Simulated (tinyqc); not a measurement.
Inside a calculation (part 2 of 3). Method: UKS/BLYP in the sto-3g basis, for H2O+, spin multiplicity 2. Computed by tinyqc, a small Python program that keeps every step (integrals from PySCF). Command: `OMP_NUM_THREADS=1 python tinyqc.py 20446 20447 out.jsonl` (the two numbers bound the seeds that draw the settings). One thread of a shared host (Intel(R) Xeon(R) Processor @ 2.60GHz), about 4 s of CPU time with the checks.

Geometry (angstrom):
```
atom         x          y         z
O     0.000000   0.000000  0.000000
H     0.000000   0.866000  0.730000
H     0.000000  -0.866000  0.730000
```

## Iteration 1: diagonalisation and new density

F(alpha) (hartree), order 1O 1s, 1O 2s, 1O 2px, 1O 2py, 1O 2pz, 2H 1s, 3H 1s:
$$\begin{pmatrix}
-20.253798 & -5.107688 & 0.000000 & 0.000000 & -0.003575 & -0.775406 & -0.775406 \\
-5.107688 & -2.784089 & 0.000000 & 0.000000 & -0.056571 & -0.798091 & -0.798091 \\
0.000000 & 0.000000 & -0.960761 & 0.000000 & 0.000000 & 0.000000 & 0.000000 \\
0.000000 & 0.000000 & 0.000000 & -1.014200 & 0.000000 & -0.339893 & 0.339893 \\
-0.003575 & -0.056571 & 0.000000 & 0.000000 & -0.998578 & -0.301171 & -0.301171 \\
-0.775406 & -0.798091 & 0.000000 & -0.339893 & -0.301171 & -0.715989 & -0.271973 \\
-0.775406 & -0.798091 & 0.000000 & 0.339893 & -0.301171 & -0.271973 & -0.715989
\end{pmatrix}$$

F(beta) (hartree), order 1O 1s, 1O 2s, 1O 2px, 1O 2py, 1O 2pz, 2H 1s, 3H 1s:
$$\begin{pmatrix}
-20.063886 & -5.083052 & 0.000000 & 0.000000 & -0.003600 & -0.771615 & -0.771615 \\
-5.083052 & -2.741543 & 0.000000 & 0.000000 & -0.056478 & -0.786072 & -0.786072 \\
0.000000 & 0.000000 & -0.918813 & 0.000000 & 0.000000 & 0.000000 & 0.000000 \\
0.000000 & 0.000000 & 0.000000 & -0.972081 & 0.000000 & -0.332400 & 0.332400 \\
-0.003600 & -0.056478 & 0.000000 & 0.000000 & -0.956453 & -0.294760 & -0.294760 \\
-0.771615 & -0.786072 & 0.000000 & -0.332400 & -0.294760 & -0.691504 & -0.267831 \\
-0.771615 & -0.786072 & 0.000000 & 0.332400 & -0.294760 & -0.267831 & -0.691504
\end{pmatrix}$$

X, order 1O 1s, 1O 2s, 1O 2px, 1O 2py, 1O 2pz, 2H 1s, 3H 1s:
$$\begin{pmatrix}
1.023497 & -0.135499 & 0.000000 & 0.000000 & -0.007172 & 0.018174 & 0.018174 \\
-0.135499 & 1.142149 & 0.000000 & 0.000000 & 0.067604 & -0.207238 & -0.207238 \\
0.000000 & 0.000000 & 1.000000 & 0.000000 & 0.000000 & 0.000000 & 0.000000 \\
0.000000 & 0.000000 & 0.000000 & 1.062864 & 0.000000 & -0.161649 & 0.161649 \\
-0.007172 & 0.067604 & 0.000000 & 0.000000 & 1.038014 & -0.116978 & -0.116978 \\
0.018174 & -0.207238 & 0.000000 & -0.161649 & -0.116978 & 1.116868 & -0.063398 \\
0.018174 & -0.207238 & 0.000000 & 0.161649 & -0.116978 & -0.063398 & 1.116868
\end{pmatrix}$$

Diagonalise F' = X^T F X, C = X C', fill 5 alpha and 4 beta electrons from the bottom; D(s) = C_occ C_occ^T. Each column has its largest component positive (the first on a tie).

F' = X^T F X (alpha) (hartree):
$$\begin{pmatrix}
-19.901644 & -2.563049 & 0.000000 & 0.000000 & -0.021626 & -0.092360 & -0.092360 \\
-2.563049 & -1.835476 & 0.000000 & 0.000000 & 0.012252 & -0.257069 & -0.257069 \\
0.000000 & 0.000000 & -0.960761 & 0.000000 & 0.000000 & 0.000000 & 0.000000 \\
0.000000 & 0.000000 & 0.000000 & -0.935337 & 0.000000 & -0.185182 & 0.185182 \\
-0.021626 & 0.012252 & 0.000000 & 0.000000 & -0.950757 & -0.140631 & -0.140631 \\
-0.092360 & -0.257069 & 0.000000 & -0.185182 & -0.140631 & -0.465452 & -0.053314 \\
-0.092360 & -0.257069 & 0.000000 & 0.185182 & -0.140631 & -0.053314 & -0.465452
\end{pmatrix}$$

orbital energies (alpha) (hartree): MO1 -20.259882, MO2 -1.591628, MO3 -1.043899, MO4 -1.009541, MO5 -0.960761, MO6 -0.345593, MO7 -0.303577

coefficients C (alpha), order 1O 1s, 1O 2s, 1O 2px, 1O 2py, 1O 2pz, 2H 1s, 3H 1s:
$$\begin{pmatrix}
0.995201 & -0.255929 & 0.000000 & 0.042048 & 0.000000 & 0.094479 & 0.000000 \\
0.020774 & 1.000565 & 0.000000 & -0.204301 & 0.000000 & -0.608301 & 0.000000 \\
0.000000 & 0.000000 & 0.000000 & 0.000000 & 1.000000 & 0.000000 & 0.000000 \\
0.000000 & 0.000000 & 0.894305 & 0.000000 & 0.000000 & 0.000000 & -0.618190 \\
0.001874 & 0.090389 & 0.000000 & 0.929555 & 0.000000 & -0.487050 & 0.000000 \\
-0.003938 & 0.029384 & 0.170262 & 0.123178 & 0.000000 & 0.771887 & 0.832859 \\
-0.003938 & 0.029384 & -0.170262 & 0.123178 & 0.000000 & 0.771887 & -0.832859
\end{pmatrix}$$

F' = X^T F X (beta) (hartree):
$$\begin{pmatrix}
-19.708572 & -2.567376 & 0.000000 & 0.000000 & -0.022403 & -0.090123 & -0.090123 \\
-2.567376 & -1.792760 & 0.000000 & 0.000000 & 0.013476 & -0.257309 & -0.257309 \\
0.000000 & 0.000000 & -0.918813 & 0.000000 & 0.000000 & 0.000000 & 0.000000 \\
0.000000 & 0.000000 & 0.000000 & -0.891842 & 0.000000 & -0.186509 & 0.186509 \\
-0.022403 & 0.013476 & 0.000000 & 0.000000 & -0.907872 & -0.141269 & -0.141269 \\
-0.090123 & -0.257309 & 0.000000 & -0.186509 & -0.141269 & -0.441554 & -0.054236 \\
-0.090123 & -0.257309 & 0.000000 & 0.186509 & -0.141269 & -0.054236 & -0.441554
\end{pmatrix}$$

orbital energies (beta) (hartree): MO1 -20.070846, MO2 -1.547456, MO3 -1.004556, MO4 -0.968859, MO5 -0.918813, MO6 -0.317833, MO7 -0.274604

coefficients C (beta), order 1O 1s, 1O 2s, 1O 2px, 1O 2py, 1O 2pz, 2H 1s, 3H 1s:
$$\begin{pmatrix}
0.994834 & -0.256457 & 0.000000 & 0.043746 & 0.000000 & 0.096125 & 0.000000 \\
0.022316 & 0.996219 & 0.000000 & -0.212175 & 0.000000 & -0.612667 & 0.000000 \\
0.000000 & 0.000000 & 0.000000 & 0.000000 & 1.000000 & 0.000000 & 0.000000 \\
0.000000 & 0.000000 & 0.887534 & 0.000000 & 0.000000 & 0.000000 & -0.627872 \\
0.002014 & 0.089847 & 0.000000 & 0.925128 & 0.000000 & -0.495505 & 0.000000 \\
-0.004260 & 0.034479 & 0.179303 & 0.129663 & 0.000000 & 0.770611 & 0.830960 \\
-0.004260 & 0.034479 & -0.179303 & 0.129663 & 0.000000 & 0.770611 & -0.830960
\end{pmatrix}$$

D(alpha) after iteration 1, order 1O 1s, 1O 2s, 1O 2px, 1O 2py, 1O 2pz, 2H 1s, 3H 1s:
$$\begin{pmatrix}
1.057692 & -0.243989 & 0.000000 & 0.000000 & 0.017818 & -0.006260 & -0.006260 \\
-0.243989 & 1.043301 & 0.000000 & 0.000000 & -0.099429 & 0.004153 & 0.004153 \\
0.000000 & 0.000000 & 1.000000 & 0.000000 & 0.000000 & 0.000000 & 0.000000 \\
0.000000 & 0.000000 & 0.000000 & 0.799782 & 0.000000 & 0.152266 & -0.152266 \\
0.017818 & -0.099429 & 0.000000 & 0.000000 & 0.872246 & 0.117150 & 0.117150 \\
-0.006260 & 0.004153 & 0.000000 & 0.152266 & 0.117150 & 0.045041 & -0.012937 \\
-0.006260 & 0.004153 & 0.000000 & -0.152266 & 0.117150 & -0.012937 & 0.045041
\end{pmatrix}$$

D(beta) after iteration 1, order 1O 1s, 1O 2s, 1O 2px, 1O 2py, 1O 2pz, 2H 1s, 3H 1s:
$$\begin{pmatrix}
1.057378 & -0.242568 & 0.000000 & 0.000000 & 0.019432 & -0.007408 & -0.007408 \\
-0.242568 & 1.037969 & 0.000000 & 0.000000 & -0.106736 & 0.006742 & 0.006742 \\
0.000000 & 0.000000 & 0.000000 & 0.000000 & 0.000000 & 0.000000 & 0.000000 \\
0.000000 & 0.000000 & 0.000000 & 0.787717 & 0.000000 & 0.159138 & -0.159138 \\
0.019432 & -0.106736 & 0.000000 & 0.000000 & 0.863938 & 0.123044 & 0.123044 \\
-0.007408 & 0.006742 & 0.000000 & 0.159138 & 0.123044 & 0.050169 & -0.014130 \\
-0.007408 & 0.006742 & 0.000000 & -0.159138 & 0.123044 & -0.014130 & 0.050169
\end{pmatrix}$$

## Iteration 2: exchange-correlation on the grid

Becke grid with 20 radial and 86 angular points per atom, points of zero weight dropped. rho = sum D_ij phi_i phi_j; V_xc,ij = sum w v_xc phi_i phi_j plus the gradient terms; v_xc is d(rho eps)/d rho(s) for spin s at fixed gradient.

The 12 grid points with the largest w rho, of 5152 (bohr, atomic units):
```
x                  y          z         w  rho(alpha)  rho(beta)     eps_xc  v_xc(alpha)
0.000000    0.391112  -0.969131  0.049550    0.238800   0.238160  -0.651005    -0.790027
0.000000   -0.391112  -0.969131  0.049550    0.238800   0.238160  -0.651005    -0.790027
0.000000    0.000000  -1.045076  0.048425    0.241668   0.241208  -0.653372    -0.793188
-0.391112   0.000000  -0.969131  0.049550    0.243575   0.217423  -0.645534    -0.792014
0.391112    0.000000  -0.969131  0.049550    0.243575   0.217423  -0.645534    -0.792014
-0.197586   0.725653  -0.725653  0.049794    0.232300   0.224648  -0.642931    -0.781986
-0.197586  -0.725653  -0.725653  0.049794    0.232300   0.224648  -0.642931    -0.781986
0.197586    0.725653  -0.725653  0.049794    0.232300   0.224648  -0.642931    -0.781986
0.197586   -0.725653  -0.725653  0.049794    0.232300   0.224648  -0.642931    -0.781986
0.000000    0.969131  -0.391112  0.049045    0.225120   0.223538  -0.638526    -0.775151
0.000000   -0.969131  -0.391112  0.049045    0.225120   0.223538  -0.638526    -0.775151
-0.386263   0.386263  -0.890947  0.046606    0.240674   0.214974  -0.643300    -0.788878
```

electrons on the grid, sum of w rho = 9.000089

E_xc = sum of w rho eps_xc = -9.07207421 hartree

V_xc(alpha) (hartree), order 1O 1s, 1O 2s, 1O 2px, 1O 2py, 1O 2pz, 2H 1s, 3H 1s:
$$\begin{pmatrix}
-3.128390 & -0.433343 & 0.000000 & 0.000000 & 0.000995 & -0.066313 & -0.066313 \\
-0.433343 & -0.819288 & 0.000000 & 0.000000 & 0.001039 & -0.223340 & -0.223340 \\
0.000000 & 0.000000 & -0.813475 & 0.000000 & 0.000000 & 0.000000 & 0.000000 \\
0.000000 & 0.000000 & 0.000000 & -0.811395 & 0.000000 & -0.132722 & 0.132722 \\
0.000995 & 0.001039 & 0.000000 & 0.000000 & -0.814793 & -0.112570 & -0.112570 \\
-0.066313 & -0.223340 & 0.000000 & -0.132722 & -0.112570 & -0.351338 & -0.074546 \\
-0.066313 & -0.223340 & 0.000000 & 0.132722 & -0.112570 & -0.074546 & -0.351338
\end{pmatrix}$$

V_xc(beta) (hartree), order 1O 1s, 1O 2s, 1O 2px, 1O 2py, 1O 2pz, 2H 1s, 3H 1s:
$$\begin{pmatrix}
-3.113510 & -0.421176 & 0.000000 & 0.000000 & 0.001136 & -0.064633 & -0.064633 \\
-0.421176 & -0.753812 & 0.000000 & 0.000000 & 0.001835 & -0.211143 & -0.211143 \\
0.000000 & 0.000000 & -0.673410 & 0.000000 & 0.000000 & 0.000000 & 0.000000 \\
0.000000 & 0.000000 & 0.000000 & -0.782844 & 0.000000 & -0.130183 & 0.130183 \\
0.001136 & 0.001835 & 0.000000 & 0.000000 & -0.786614 & -0.110392 & -0.110392 \\
-0.064633 & -0.211143 & 0.000000 & -0.130183 & -0.110392 & -0.352029 & -0.072208 \\
-0.064633 & -0.211143 & 0.000000 & 0.130183 & -0.110392 & -0.072208 & -0.352029
\end{pmatrix}$$

## Iteration 2: building the Kohn-Sham matrix

core Hamiltonian H = T + V (hartree), order 1O 1s, 1O 2s, 1O 2px, 1O 2py, 1O 2pz, 2H 1s, 3H 1s:
$$\begin{pmatrix}
-32.549675 & -7.572271 & 0.000000 & 0.000000 & -0.014292 & -1.146783 & -1.146783 \\
-7.572271 & -9.174346 & 0.000000 & 0.000000 & -0.175635 & -2.741985 & -2.741985 \\
0.000000 & 0.000000 & -7.324863 & 0.000000 & 0.000000 & 0.000000 & 0.000000 \\
0.000000 & 0.000000 & 0.000000 & -7.422528 & 0.000000 & -1.550763 & 1.550763 \\
-0.014292 & -0.175635 & 0.000000 & 0.000000 & -7.394262 & -1.354919 & -1.354919 \\
-1.146783 & -2.741985 & 0.000000 & -1.550763 & -1.354919 & -4.441247 & -1.044771 \\
-1.146783 & -2.741985 & 0.000000 & 1.550763 & -1.354919 & -1.044771 & -4.441247
\end{pmatrix}$$

nuclear repulsion = 7.78089040 hartree

Given earlier and not repeated: Two-electron integrals (ij|kl) in chemists' order.

J_ij = sum D_kl (ij|kl) with D = D(alpha) + D(beta); F = H + J + V_xc; E = tr D H + tr D J / 2 + E_xc + E_nn.

Coulomb J (hartree), order 1O 1s, 1O 2s, 1O 2px, 1O 2py, 1O 2pz, 2H 1s, 3H 1s:
$$\begin{pmatrix}
16.989266 & 3.181988 & 0.000000 & 0.000000 & -0.002434 & 0.480248 & 0.480248 \\
3.181988 & 7.750286 & 0.000000 & 0.000000 & 0.012927 & 2.270901 & 2.270901 \\
0.000000 & 0.000000 & 7.683588 & 0.000000 & 0.000000 & 0.000000 & 0.000000 \\
0.000000 & 0.000000 & 0.000000 & 7.769981 & 0.000000 & 1.394075 & -1.394075 \\
-0.002434 & 0.012927 & 0.000000 & 0.000000 & 7.774054 & 1.181017 & 1.181017 \\
0.480248 & 2.270901 & 0.000000 & 1.394075 & 1.181017 & 4.080732 & 0.862549 \\
0.480248 & 2.270901 & 0.000000 & -1.394075 & 1.181017 & 0.862549 & 4.080732
\end{pmatrix}$$

F(alpha) (hartree), order 1O 1s, 1O 2s, 1O 2px, 1O 2py, 1O 2pz, 2H 1s, 3H 1s:
$$\begin{pmatrix}
-18.688799 & -4.823626 & 0.000000 & 0.000000 & -0.015730 & -0.732848 & -0.732848 \\
-4.823626 & -2.243349 & 0.000000 & 0.000000 & -0.161669 & -0.694423 & -0.694423 \\
0.000000 & 0.000000 & -0.454751 & 0.000000 & 0.000000 & 0.000000 & 0.000000 \\
0.000000 & 0.000000 & 0.000000 & -0.463942 & 0.000000 & -0.289410 & 0.289410 \\
-0.015730 & -0.161669 & 0.000000 & 0.000000 & -0.435001 & -0.286472 & -0.286472 \\
-0.732848 & -0.694423 & 0.000000 & -0.289410 & -0.286472 & -0.711853 & -0.256768 \\
-0.732848 & -0.694423 & 0.000000 & 0.289410 & -0.286472 & -0.256768 & -0.711853
\end{pmatrix}$$

F(beta) (hartree), order 1O 1s, 1O 2s, 1O 2px, 1O 2py, 1O 2pz, 2H 1s, 3H 1s:
$$\begin{pmatrix}
-18.673919 & -4.811459 & 0.000000 & 0.000000 & -0.015590 & -0.731168 & -0.731168 \\
-4.811459 & -2.177872 & 0.000000 & 0.000000 & -0.160873 & -0.682227 & -0.682227 \\
0.000000 & 0.000000 & -0.314685 & 0.000000 & 0.000000 & 0.000000 & 0.000000 \\
0.000000 & 0.000000 & 0.000000 & -0.435391 & 0.000000 & -0.286871 & 0.286871 \\
-0.015590 & -0.160873 & 0.000000 & 0.000000 & -0.406822 & -0.284294 & -0.284294 \\
-0.731168 & -0.682227 & 0.000000 & -0.286871 & -0.284294 & -0.712543 & -0.254430 \\
-0.731168 & -0.682227 & 0.000000 & 0.286871 & -0.284294 & -0.254430 & -0.712543
\end{pmatrix}$$

total energy of this density = -74.73964768 hartree

## Iteration 2: DIIS over 2 matrices

error matrix X^T (FDS - SDF) X (alpha):
$$\begin{pmatrix}
0.000000 & 0.013412 & 0.000000 & 0.000000 & 0.012391 & -0.038728 & -0.038728 \\
-0.013412 & 0.000000 & 0.000000 & 0.000000 & 0.021784 & 0.068810 & 0.068810 \\
0.000000 & 0.000000 & 0.000000 & 0.000000 & 0.000000 & 0.000000 & 0.000000 \\
0.000000 & 0.000000 & 0.000000 & 0.000000 & 0.000000 & 0.171668 & -0.171668 \\
-0.012391 & -0.021784 & 0.000000 & 0.000000 & 0.000000 & 0.126475 & 0.126475 \\
0.038728 & -0.068810 & 0.000000 & -0.171668 & -0.126475 & 0.000000 & 0.000000 \\
0.038728 & -0.068810 & 0.000000 & 0.171668 & -0.126475 & 0.000000 & 0.000000
\end{pmatrix}$$

B (overlaps of the stored error matrices):
$$\begin{pmatrix}
1.9615877e+00 & -1.8395277e-01 \\
-1.8395277e-01 & 4.3618871e-01
\end{pmatrix}$$

Minimise |sum c_i e_i|^2 with sum c_i = 1: solve [B -1; -1 0][c; lambda] = [0; -1] with B_ij = tr e_i^T e_j summed over both spins, and take F = sum c_i F_i.

DIIS coefficients: [0.224227, 0.775773]

extrapolated F(alpha) (hartree), order 1O 1s, 1O 2s, 1O 2px, 1O 2py, 1O 2pz, 2H 1s, 3H 1s:
$$\begin{pmatrix}
-19.039715 & -4.887320 & 0.000000 & 0.000000 & -0.013005 & -0.742391 & -0.742391 \\
-4.887320 & -2.364597 & 0.000000 & 0.000000 & -0.138103 & -0.717668 & -0.717668 \\
0.000000 & 0.000000 & -0.568212 & 0.000000 & 0.000000 & 0.000000 & 0.000000 \\
0.000000 & 0.000000 & 0.000000 & -0.587325 & 0.000000 & -0.300729 & 0.300729 \\
-0.013005 & -0.138103 & 0.000000 & 0.000000 & -0.561370 & -0.289768 & -0.289768 \\
-0.742391 & -0.717668 & 0.000000 & -0.300729 & -0.289768 & -0.712780 & -0.260177 \\
-0.742391 & -0.717668 & 0.000000 & 0.300729 & -0.289768 & -0.260177 & -0.712780
\end{pmatrix}$$

extrapolated F(beta) (hartree), order 1O 1s, 1O 2s, 1O 2px, 1O 2py, 1O 2pz, 2H 1s, 3H 1s:
$$\begin{pmatrix}
-18.985588 & -4.872358 & 0.000000 & 0.000000 & -0.012902 & -0.740237 & -0.740237 \\
-4.872358 & -2.304262 & 0.000000 & 0.000000 & -0.137465 & -0.705512 & -0.705512 \\
0.000000 & 0.000000 & -0.450147 & 0.000000 & 0.000000 & 0.000000 & 0.000000 \\
0.000000 & 0.000000 & 0.000000 & -0.555731 & 0.000000 & -0.297080 & 0.297080 \\
-0.012902 & -0.137465 & 0.000000 & 0.000000 & -0.530064 & -0.286641 & -0.286641 \\
-0.740237 & -0.705512 & 0.000000 & -0.297080 & -0.286641 & -0.707826 & -0.257434 \\
-0.740237 & -0.705512 & 0.000000 & 0.297080 & -0.286641 & -0.257434 & -0.707826
\end{pmatrix}$$

## Iteration 2: diagonalisation and new density

As before.

F' = X^T F X (alpha) (hartree):
$$\begin{pmatrix}
-18.681585 & -2.540512 & 0.000000 & 0.000000 & -0.025468 & -0.081511 & -0.081511 \\
-2.540512 & -1.416370 & 0.000000 & 0.000000 & -0.049983 & -0.243369 & -0.243369 \\
0.000000 & 0.000000 & -0.568212 & 0.000000 & 0.000000 & 0.000000 & 0.000000 \\
0.000000 & 0.000000 & 0.000000 & -0.480469 & 0.000000 & -0.205710 & 0.205710 \\
-0.025468 & -0.049983 & 0.000000 & 0.000000 & -0.496775 & -0.160988 & -0.160988 \\
-0.081511 & -0.243369 & 0.000000 & -0.205710 & -0.160988 & -0.484732 & -0.053053 \\
-0.081511 & -0.243369 & 0.000000 & 0.205710 & -0.160988 & -0.053053 & -0.484732
\end{pmatrix}$$

orbital energies (alpha) (hartree): MO1 -19.049153, MO2 -1.235172, MO3 -0.748013, MO4 -0.611158, MO5 -0.568212, MO6 -0.237031, MO7 -0.164136

coefficients C (alpha), order 1O 1s, 1O 2s, 1O 2px, 1O 2py, 1O 2pz, 2H 1s, 3H 1s:
$$\begin{pmatrix}
0.993837 & -0.235889 & 0.000000 & 0.121549 & 0.000000 & -0.092127 & 0.000000 \\
0.026499 & 0.869799 & 0.000000 & -0.581229 & 0.000000 & 0.564139 & 0.000000 \\
0.000000 & 0.000000 & 0.000000 & 0.000000 & 1.000000 & 0.000000 & 0.000000 \\
0.000000 & 0.000000 & 0.627581 & 0.000000 & 0.000000 & 0.000000 & 0.887740 \\
0.003013 & 0.185903 & 0.000000 & 0.690394 & 0.000000 & 0.773467 & 0.000000 \\
-0.005232 & 0.143741 & 0.445956 & 0.352180 & 0.000000 & -0.683478 & -0.723717 \\
-0.005232 & 0.143741 & -0.445956 & 0.352180 & 0.000000 & -0.683478 & 0.723717
\end{pmatrix}$$

F' = X^T F X (beta) (hartree):
$$\begin{pmatrix}
-18.627881 & -2.539387 & 0.000000 & 0.000000 & -0.025592 & -0.081388 & -0.081388 \\
-2.539387 & -1.351842 & 0.000000 & 0.000000 & -0.047124 & -0.243352 & -0.243352 \\
0.000000 & 0.000000 & -0.450147 & 0.000000 & 0.000000 & 0.000000 & 0.000000 \\
0.000000 & 0.000000 & 0.000000 & -0.447170 & 0.000000 & -0.206791 & 0.206791 \\
-0.025592 & -0.047124 & 0.000000 & 0.000000 & -0.464376 & -0.161756 & -0.161756 \\
-0.081388 & -0.243352 & 0.000000 & -0.206791 & -0.161756 & -0.482528 & -0.052796 \\
-0.081388 & -0.243352 & 0.000000 & 0.206791 & -0.161756 & -0.052796 & -0.482528
\end{pmatrix}$$

orbital energies (beta) (hartree): MO1 -18.994911, MO2 -1.185808, MO3 -0.731028, MO4 -0.581929, MO5 -0.450147, MO6 -0.216776, MO7 -0.145874

coefficients C (beta), order 1O 1s, 1O 2s, 1O 2px, 1O 2py, 1O 2pz, 2H 1s, 3H 1s:
$$\begin{pmatrix}
0.993878 & -0.230308 & 0.000000 & 0.129927 & 0.000000 & -0.094345 & 0.000000 \\
0.026328 & 0.841373 & 0.000000 & -0.616336 & 0.000000 & 0.569964 & 0.000000 \\
0.000000 & 0.000000 & 0.000000 & 0.000000 & 1.000000 & 0.000000 & 0.000000 \\
0.000000 & 0.000000 & 0.603453 & 0.000000 & 0.000000 & 0.000000 & 0.904315 \\
0.002988 & 0.190154 & 0.000000 & 0.670599 & 0.000000 & 0.789679 & 0.000000 \\
-0.005191 & 0.167368 & 0.465280 & 0.360173 & 0.000000 & -0.673868 & -0.711448 \\
-0.005191 & 0.167368 & -0.465280 & 0.360173 & 0.000000 & -0.673868 & 0.711448
\end{pmatrix}$$

D(alpha) after iteration 2, order 1O 1s, 1O 2s, 1O 2px, 1O 2py, 1O 2pz, 2H 1s, 3H 1s:
$$\begin{pmatrix}
1.058131 & -0.249489 & 0.000000 & 0.000000 & 0.043059 & 0.003701 & 0.003701 \\
-0.249489 & 1.095078 & 0.000000 & 0.000000 & -0.239499 & -0.079810 & -0.079810 \\
0.000000 & 0.000000 & 1.000000 & 0.000000 & 0.000000 & 0.000000 & 0.000000 \\
0.000000 & 0.000000 & 0.000000 & 0.393858 & 0.000000 & 0.279874 & -0.279874 \\
0.043059 & -0.239499 & 0.000000 & 0.000000 & 0.511213 & 0.269849 & 0.269849 \\
0.003701 & -0.079810 & 0.000000 & 0.279874 & 0.269849 & 0.343597 & -0.054157 \\
0.003701 & -0.079810 & 0.000000 & -0.279874 & 0.269849 & -0.054157 & 0.343597
\end{pmatrix}$$

D(beta) after iteration 2, order 1O 1s, 1O 2s, 1O 2px, 1O 2py, 1O 2pz, 2H 1s, 3H 1s:
$$\begin{pmatrix}
1.057717 & -0.247687 & 0.000000 & 0.000000 & 0.046305 & 0.003091 & 0.003091 \\
-0.247687 & 1.088471 & 0.000000 & 0.000000 & -0.253246 & -0.081306 & -0.081306 \\
0.000000 & 0.000000 & 0.000000 & 0.000000 & 0.000000 & 0.000000 & 0.000000 \\
0.000000 & 0.000000 & 0.000000 & 0.364155 & 0.000000 & 0.280774 & -0.280774 \\
0.046305 & -0.253246 & 0.000000 & 0.000000 & 0.485870 & 0.273342 & 0.273342 \\
0.003091 & -0.081306 & 0.000000 & 0.280774 & 0.273342 & 0.374249 & -0.058722 \\
0.003091 & -0.081306 & 0.000000 & -0.280774 & 0.273342 & -0.058722 & 0.374249
\end{pmatrix}$$
